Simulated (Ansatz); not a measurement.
Start from `CC(C)(N)F` and change one atom or group to get `CC(C)(N)O`.

Ansatz, PBE0-D4/def2-TZVP geometries, multiplicity 1. Each molecule was computed in one conformer, which needn't be the lowest.

```
                                          property  `CC(C)(N)F`
    size of the dipole moment (PBE/def2-TZVPP) / D         2.83
             LUMO energy (ωB97M-V/def2-TZVPP) / eV         2.26
               HOMO–LUMO gap (PBE/def2-TZVPP) / eV         5.98
             HOMO energy (ωB97M-V/def2-TZVPP) / eV        -9.85
           HOMO–LUMO gap (ωB97M-V/def2-TZVPP) / eV        12.11
size of the dipole moment (ωB97M-V/def2-TZVPP) / D         2.97
```

What does the change do to each property? (Estimate.)

Computed: 
```csv
property,`CC(C)(N)O`,shift
size of the dipole moment (PBE/def2-TZVPP) / D,2.38,-0.45
LUMO energy (ωB97M-V/def2-TZVPP) / eV,2.08,-0.18
HOMO–LUMO gap (PBE/def2-TZVPP) / eV,5.30,-0.68
HOMO energy (ωB97M-V/def2-TZVPP) / eV,-9.37,0.48
HOMO–LUMO gap (ωB97M-V/def2-TZVPP) / eV,11.45,-0.66
size of the dipole moment (ωB97M-V/def2-TZVPP) / D,2.55,-0.42
```

With PBE0 the HOMO rises by 0.46 eV and the LUMO falls by 0.23 eV, so the gap narrows by about 0.69 eV. PBE moves the HOMO by 0.43 eV and ωB97M-V by 0.48 eV. The zero-point energy changes by 33.2 kJ/mol with +3 modes. Dipoles are sizes alone; their direction can turn.

Positive LUMOs are unbound, so they and the gaps depend on the basis.
